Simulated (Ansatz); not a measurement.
This Ansatz (a quantum-chemistry and plane-wave program) input (PBE/aug-cc-pV(T+d)Z) gives -330.38057 Eh with 216 basis functions. A basis named .json is the Basis Set Exchange file of that set (core-valence sets with the plain set on hydrogen).

Ansatz 0.2 input:
```yaml
crystal:
  periodic: [false, false, false]
  atoms:
    - {symbol: C, position_ang: [-0.00530785, -0.03292262, -1.25255471]}
    - {symbol: Si, position_ang: [0.00176161, -0.01626018, 0.52594046]}
    - {symbol: H, position_ang: [-0.90647034, 0.32687280, -1.75455355]}
    - {symbol: H, position_ang: [0.90272032, 0.29878124, -1.76148183]}
    - {symbol: H, position_ang: [0.02469593, 1.23745090, 1.43148183]}
    - {symbol: H, position_ang: [-1.20807042, -0.70031235, 1.12295762]}
    - {symbol: H, position_ang: [1.19430902, -0.73761443, 1.11375772]}
basis:
  gaussian:
    orbitals: aug-cc-pV_T+d_Z.json
    final_grid: {core_spheres: 4, valence_spheres: 3, degree: 11}
hamiltonian:
  xc: {name: PBE}
total_charge: -1
magnetization: {spin_polarized: false}
```

Change:
```diff
- final_grid: {core_spheres: 4, valence_spheres: 3, degree: 11}
+ final_grid: {core_spheres: 26, valence_spheres: 22, degree: 59}
```

### Question
What does the run give now?

### Answer
-330.38243 Eh (PBE/aug-cc-pV(T+d)Z, 216 functions), a change of -1.86 mEh.
